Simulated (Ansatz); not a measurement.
Correlation energies of `[BH2][AlH][OH]` by basis set

Cartesian coordinates in Å:
```
B -1.052 0.109 1.109
Al 0.121 -0.019 -0.653
O 1.803 -0.169 -0.435
H -1.327 1.154 1.631
H -1.512 -0.856 1.653
H -0.453 0.015 -2.141
H 2.419 -0.235 -1.163
```

Charge 0, multiplicity 1. All single points use the PBE0-D4/def2-TZVP geometry. It is one conformer, not always the lowest. Frozen core, restricted reference, Ansatz. CBS rows extrapolate triple and quadruple zeta; past MP2 they add the triple-zeta difference.

```tsv
basis	HF (Eh)	MP2 corr.	CCSD corr.	(T)	CCSD(T) total
def2-SVP	-343.64222	?	-0.36783	-0.00738	?
def2-TZVPP	?	-0.42002	-0.45169	-0.01412	?
def2-QZVPP	?	?	–	–	–
CBS(def2)	-343.86909	-0.47635	-0.50802	as TZ	-344.39123
```

Task: Fill in the withheld values. (Estimate.)

Result: Ansatz gave: def2-SVP MP2 corr.: -0.33234; def2-SVP CCSD(T) total: -344.01743; def2-TZVPP HF (Eh): -343.85497; def2-TZVPP CCSD(T) total: -344.32078; def2-QZVPP HF (Eh): -343.86738; def2-QZVPP MP2 corr.: -0.45238.
